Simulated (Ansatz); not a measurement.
## Structure relaxation of Fe₂Ru

These are results of DFT PBE, scalar-relativistic, plane waves, PAW (Ansatz), not measurements. Cutoff 420 eV, Γ-centred k mesh, Gaussian smearing, no spin polarisation in the final step.

The start puts Fe₂Ru on the fluorite structure type (Fm-3m, No. 225), with Ru in place of Ca, Fe in place of F, at a guessed volume.

```
CELL_PARAMETERS angstrom
0.00000 2.57145 2.57145
2.57145 0.00000 2.57145
2.57145 2.57145 0.00000
ATOMIC_POSITIONS crystal
Fe 0.25000 0.25000 0.25000
Fe 0.75000 0.75000 0.75000
Ru 0.00000 0.00000 0.00000
```

Cell and atoms relax at zero pressure; the relaxation can't lower the symmetry of the start. After a coarse first stage the cell is made exact in the group found at 0.06 Å.

The zero of energy is the elements' standard structures at the same level; no fitted shifts are applied.

**Question.** Describe the relaxed structure.

**Answer.** It keeps Fm-3m (No. 225). The result has the fluorite structure. Conventional cell: a = 5.496 Å. Fe has 4 Ru at 2.38 Å and 6 Fe at 2.75 Å; Ru is coordinated by 8 Fe at 2.38 Å.

```xyz
3
Lattice="0.0000 2.7478 2.7478 2.7478 0.0000 2.7478 2.7478 2.7478 0.0000" Properties=species:S:1:pos:R:3 pbc="T T T"
Fe    1.3739    1.3739    1.3739
Fe    4.1217    4.1217    4.1217
Ru    0.0000    0.0000    0.0000
```

**Question.** What are its volume, energy, density and gap?

**Answer.** The volume per atom is 13.83 Å³ and the density is 8.51 g/cm³. The energy over the elements is 0.81 eV/atom and the gap on the 14×14×14 mesh is 0 eV (a metal).

The final run used a 14×14×14 mesh on its 3-atom cell and 0.10 eV smearing. For metals, differences of a few meV/atom aren't resolved. Symmetry constrained the relaxation, so the result can be a saddle point.

Cost: 3 runs of about 0.52 core-minutes in all, on Arm Neoverse V1 (shared hosts).